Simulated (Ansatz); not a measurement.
## Rb₂TeI₆ (P4/mnc, No. 128; cell taken from a computed entry)

Method: LDA (plane waves, PAW; Ansatz, a first-principles code).

Numerical settings: plane-wave cutoff 520 eV, 4×4×4 k mesh, Fermi–Dirac smearing 0.01 eV, scalar-relativistic PAW data made under PBE.

Cell (relaxed with PBEsol):

```yaml
crystal:
  lattice:
    - [7.87742, 0.00000, 0.00000]
    - [0.00000, 7.87742, 0.00000]
    - [0.00000, 0.00000, 12.13885]
  atoms:
    - { symbol: Rb, position: [0.00000, 0.50000, 0.25000] }
    - { symbol: Rb, position: [0.00000, 0.50000, 0.75000] }
    - { symbol: Rb, position: [0.50000, 0.00000, 0.25000] }
    - { symbol: Rb, position: [0.50000, 0.00000, 0.75000] }
    - { symbol: Te, position: [0.00000, 0.00000, 0.00000] }
    - { symbol: Te, position: [0.50000, 0.50000, 0.50000] }
    - { symbol: I, position: [0.00000, 0.00000, 0.24247] }
    - { symbol: I, position: [0.00000, 0.00000, 0.75753] }
    - { symbol: I, position: [0.50000, 0.50000, 0.25753] }
    - { symbol: I, position: [0.50000, 0.50000, 0.74247] }
    - { symbol: I, position: [0.20656, 0.31079, 0.00000] }
    - { symbol: I, position: [0.79344, 0.68921, 0.00000] }
    - { symbol: I, position: [0.68921, 0.20656, 0.00000] }
    - { symbol: I, position: [0.31079, 0.79344, 0.00000] }
    - { symbol: I, position: [0.70656, 0.18921, 0.50000] }
    - { symbol: I, position: [0.29344, 0.81079, 0.50000] }
    - { symbol: I, position: [0.18921, 0.29344, 0.50000] }
    - { symbol: I, position: [0.81079, 0.70656, 0.50000] }
```

```yaml
band_gap: 1.40 eV
smallest_direct_gap_on_the_k_points_sampled: 1.61 eV
"Γ–Γ gap": 1.86 eV
```

Measured, for comparison: band gap 1.4 eV (temperature not stated, the source names no phase, not corrected to a static lattice; as tabulated in Ali et al. (2021), doi:10.1002/er.6378).

Note: cell and atoms aren't relaxed at this level (largest force component 0.03 eV/Å, pressure -1.0 GPa); this cell isn't known to be the ambient phase, and symmetry holds it in the calculation.

Spin–orbit coupling is not included; with these elements it can move the gap by several tenths of an eV or more.

Static lattice: no zero-point or thermal effects.
